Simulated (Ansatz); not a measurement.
hcp Zr was calculated with BLYP (PAW; Ansatz, a quantum-chemistry and plane-wave program).

Settings: plane-wave cutoff 520 eV, 18×18×12 k mesh (along the axes of the cell as run), Fermi–Dirac smearing 0.05 eV, scalar-relativistic PAW data made under PBE.

Shape and atoms are relaxed at each volume.

Pressure at four volumes; x = ln(V/24.168 Å³). One pressure is withheld.

```
V (Å³/atom)        x  P (GPa)
-----------  -------  -------
23.201       -0.0408     3.86
24.168        0.0000     0.00
24.651        0.0198    -1.70
25.134        0.0392        ?
```

Question: Pass a parabola P(x) through the three rows shown, estimate the bulk modulus and its pressure derivative near zero pressure, and predict the withheld pressure.

Answer: Slopes between the rows: (0.00 − (3.86))/(0.0000 − (-0.0408)) = -94.61 and (-1.70 − (0.00))/(0.0198 − (0.0000)) = -85.86 GPa. Their difference over the span 0.0606 is c = 8.75/0.0606 = 144.4 GPa, so P(x) = 3.86 + (-94.61)(x − (-0.0408)) + 144.4 (x − (-0.0408))(x − (0.0000)). At the middle row B = −dP/dx = −[-94.61 + 144.4 × 0.0408] = 88.7 GPa, and B′ = dB/dP = 2c/B = 3.3. At x = 0.0392 the parabola gives -3.26 GPa; the run gives -3.24 GPa. The Birch–Murnaghan fit to the energies at all volumes has B0 = 88.4 GPa and B′ = 3.4.

Measured, for comparison: bulk modulus 95.9 GPa (zero-point energy and finite temperature contributions removed, our sources range from 84.3 to 95.9; as tabulated in doi:10.1021/acs.jctc.3c00612). Computed (rounded) less measured: bulk modulus not scored (sources differ).

Note: the bulk modulus comes from volumes at which shape and atoms were relaxed.
